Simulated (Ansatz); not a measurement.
# BH2SCl (SMILES SBCl): levels of theory compared

Aim: a comparison of 6 runs (PBE/STO-3G, revPBE/STO-3G, BCCD(T)/STO-3G, CCSDT(Q)/STO-3G, UCCSD(T)/STO-3G, FCI/STO-3G) of BH2SCl. 

Program for the calculation: Ansatz 0.2.0.

61 further runs of the same task are left out: 1 that didn't finish, 60 set aside as unsound or not needed.

### Step 1. The system as given

The species is BH2SCl (5 atoms), meant as a singlet with charge 0. SMILES: `SBCl`. The H4–S1 distance was set to 2.687 Å, away from the relaxed value. At this shape a bond of the SMILES string is far longer than usual.

Bond lengths: S1–B2 1.779 Å, B2–Cl3 1.745 Å, B2–H5 1.189 Å. Angles: S1–B2–Cl3 118.6°, S1–B2–H5 122.1°, Cl3–B2–H5 119.3°.

### Step 2. A single-point energy at PBE/STO-3G (run 1)

Input file molecule.yaml:

```yaml
basis:
  gaussian:
    orbitals: STO-3G
crystal:
  periodic: [false, false, false]
  atoms:
    - {symbol: S, position_ang: [-1.431403, -1.265832, 0.130111]}
    - {symbol: B, position_ang: [0.265997, -1.474832, 0.618311]}
    - {symbol: Cl, position_ang: [0.751797, -2.995932, 1.322511]}
    - {symbol: H, position_ang: [-1.157600, 1.248200, -0.777100]}
    - {symbol: H, position_ang: [1.073497, -0.613632, 0.479311]}
magnetization:
  spin_polarized: false
  initial_magnetization: 0
hamiltonian:
  xc: pbe
accuracy: high
```

The run is started by

```
$ ansatz run molecule.yaml --threads 1 --pin off --max-ram 2610MiB --events-out events.jsonl --progress --plain --runs-dir runs
```

The log of the run:

```text
Warning: RAYON_NUM_THREADS=1 ignored (pool sized by the plan → 1); use --threads N
Functional definition: PBE
  name "PBE"
  parameter kappa = 0.804
  parameter beta = 0.06672455060314922
  exchange = pbe_x(kappa = kappa, mu = beta*pi^2/3)
  correlation = pbe_c(beta = beta)
447 factors; integrals over basis functions are off by at most 3.3e-8 eV
mean field evaluation 1: about -23783.5052 eV, gradient 2.6e1 eV
mean field evaluation 2: about -23772.5572 eV, gradient 3.3e1 eV
mean field evaluation 4: about -23784.4933 eV, gradient 2.3e1 eV
mean field evaluation 8: about -23784.4416 eV, gradient 2.3e1 eV
mean field evaluation 16: about -23787.1751 eV, gradient 2.6e-8 eV
mean field -23787.17508552 eV, -874.1625608665 hartree, gradient 2.6e-8 eV, S^2 0.000000; 0 other end points of the search recorded, 0 dependent functions left out
reference -23787.17508741 eV, -874.1625609358 hartree; 20, 20 occupied and 5, 5 virtual orbitals, 447 factors
Total energy: -23787.17508741 eV, -874.1625609358 hartree
```

It took 1.7 s on 1 thread of Arm Neoverse V1, shared host; peak memory 0.1 GiB.

### Step 3. A single-point energy at revPBE/STO-3G (run 2)

molecule.yaml, as its differences from that of step 2:

```diff
@@ -1,4 +1 @@
-basis:
-  gaussian:
-    orbitals: STO-3G
 crystal:
@@ -11,7 +8,7 @@
     - {symbol: H, position_ang: [1.073497, -0.613632, 0.479311]}
-magnetization:
-  spin_polarized: false
-  initial_magnetization: 0
+basis:
+  gaussian:
+    orbitals: STO-3G
 hamiltonian:
-  xc: pbe
+  xc: {name: revPBE}
 accuracy: high
```

The run is started by

```
$ ansatz run molecule.yaml --threads 1 --pin off --max-ram 2610MiB --events-out events.jsonl --progress --plain --runs-dir runs
```

The log of the run:

```text
Warning: RAYON_NUM_THREADS=1 ignored (pool sized by the plan → 1); use --threads N
Functional definition: revPBE
  name "revPBE"
  parameter kappa = 1.245
[... 3 set-up lines as earlier in the session ...]
447 factors; integrals over basis functions are off by at most 3.3e-8 eV
mean field evaluation 1: about -23790.3521 eV, gradient 2.7e1 eV
mean field evaluation 2: about -23779.4909 eV, gradient 3.4e1 eV
mean field evaluation 4: about -23791.2271 eV, gradient 2.4e1 eV
mean field evaluation 8: about -23792.4234 eV, gradient 2.3e1 eV
mean field evaluation 16: about -23794.5947 eV, gradient 1.4e-8 eV
mean field -23794.59465324 eV, -874.4352249510 hartree, gradient 1.4e-8 eV, S^2 0.000000; 0 other end points of the search recorded, 0 dependent functions left out
reference -23794.59465558 eV, -874.4352250372 hartree; 20, 20 occupied and 5, 5 virtual orbitals, 447 factors
Total energy: -23794.59465558 eV, -874.4352250372 hartree
```

Wall time 1.6 s (1 thread of Arm Neoverse V1, shared host); peak memory 0.099 GiB.

### Step 4. A single-point energy at BCCD(T)/STO-3G (run 3)

molecule.yaml, as its differences from that of step 3:

```diff
@@ -9,6 +9,6 @@
 basis:
-  gaussian:
-    orbitals: STO-3G
-hamiltonian:
-  xc: {name: revPBE}
+  gaussian: {orbitals: STO-3G}
+total_charge: 0
 accuracy: high
+scf: {omitted_lower_state_checks: [cluster_reference, increment]}
+correlation: {method: bccd_t, frozen_orbitals: {B: 1, Cl: 5, H: 0, S: 5}}
```

The run is started by

```
$ ansatz run molecule.yaml --threads 1 --pin off --max-ram 2610MiB --events-out events.jsonl --progress --plain --runs-dir runs
```

The log of the run:

```text
Warning: RAYON_NUM_THREADS=1 ignored (pool sized by the plan → 1); use --threads N
[... 12 lines left out ...]
11 core orbitals not correlated: weight in the atoms' cores, before any rotation towards them, 1.000 or more for the frozen orbitals, at most 0.000 for the correlated occupied ones
[... 37 lines left out ...]
WARN: these amplitudes may be one of several solutions (largest doubles amplitude 0.70, level shift 10.27 eV)
Total energy: -23764.20049452 eV, -873.3182602198 hartree
Checks for a lower state left out: cluster_reference, increment
```

It took 0.4 s on 1 thread of Arm Neoverse V1, shared host.

Runs 4 to 5 aren't shown in full; the table further down has their settings and results.

### Step 5. The energy at FCI/STO-3G (run 6)

Input file job.yaml:

```yaml
crystal:
  periodic: [false, false, false]
  atoms:
    - {symbol: S, position_ang: [-1.431403, -1.265832, 0.130111]}
    - {symbol: B, position_ang: [0.265997, -1.474832, 0.618311]}
    - {symbol: Cl, position_ang: [0.751797, -2.995932, 1.322511]}
    - {symbol: H, position_ang: [-1.157600, 1.248200, -0.777100]}
    - {symbol: H, position_ang: [1.073497, -0.613632, 0.479311]}
basis:
  gaussian: {orbitals: STO-3G}
total_charge: 0
correlation: {method: fci, frozen_orbitals: {B: 1, Cl: 5, H: 0, S: 5}}
accuracy: high
```

The run is started by

```
$ ansatz run job.yaml --threads 1 --pin off --max-ram 2610MiB --events-out events.jsonl --progress --plain --runs-dir runs
```

The log of the run, cut to the lines that bear on the results:

```text
Warning: RAYON_NUM_THREADS=1 ignored (pool sized by the plan → 1); use --threads N
Functional definition: HF
  name "HF"
[...]
447 factors; integrals over basis functions are off by at most 3.3e-8 eV
[...]
mean field -23757.54905940 eV, -873.0738244880 hartree, gradient 1.3e-8 eV, S^2 0.000000; 1 other end points of the search recorded, 0 dependent functions left out; unrestricted orbitals would lower it
[...]
unrestricted determinant -23761.82277630 eV, -873.2308806871 hartree, S^2 0.9813
11 core orbitals not correlated: weight in the atoms' cores, before any rotation towards them, 1.000 or more for the frozen orbitals, at most 0.000 for the correlated occupied ones
reference -23757.54905940 eV, -873.0738244880 hartree; 9, 9 occupied and 5, 5 virtual orbitals, 447 factors
state -23764.20669767 eV, -873.3184881817 hartree
Total energy: -23764.20669767 eV, -873.3184881817 hartree
```

Run time: 23 s. Hardware: 1 thread of Arm Neoverse V1, shared host; peak memory 0.36 GiB.

### Step 6. The series

| run | level | frozen core orbitals | energy (Eh) | wall time |
| --- | --- | --- | --- | --- |
| 1 | PBE/STO-3G | – | -874.162561 | 1.7 s |
| 2 | revPBE/STO-3G | – | -874.435225 | 1.6 s |
| 3 | BCCD(T)/STO-3G | 11 | -873.318260 | 0.4 s |
| 4 | CCSDT(Q)/STO-3G | 11 | -873.318623 | 0.75 s |
| 5 | UCCSD(T)/STO-3G | 11 | -873.316204 | 0.81 s |
| 6 | FCI/STO-3G | 11 | -873.318488 | 23 s |

### Step 7. Results

```
                                           quantity          value
                                run 6: total energy  -873.31849 Eh
run 6: correlation energy (11 core orbitals frozen)     -244.7 mEh
```

**Reading.** Against full CI in this basis: BCCD(T) +0.2 mEh; CCSDT(Q) -0.1 mEh; UCCSD(T) +2.3 mEh. Totals of different functionals can't be ranked against each other. In runs 3, 4 the log says that unrestricted orbitals would lower the reference, so the values rest on an unstable closed-shell determinant (other closed-shell runs at this shape may share the fault). In runs 1, 2, 3, 4, 5, 6 the basis is minimal, so the values are rough. Spin contamination of the reference: run 5 ⟨S²⟩ = 0.98. Where it is this large, the reference is a mixture of spin states, and values that rest on it are in doubt. All runs together took 28 s, the longest 23 s.
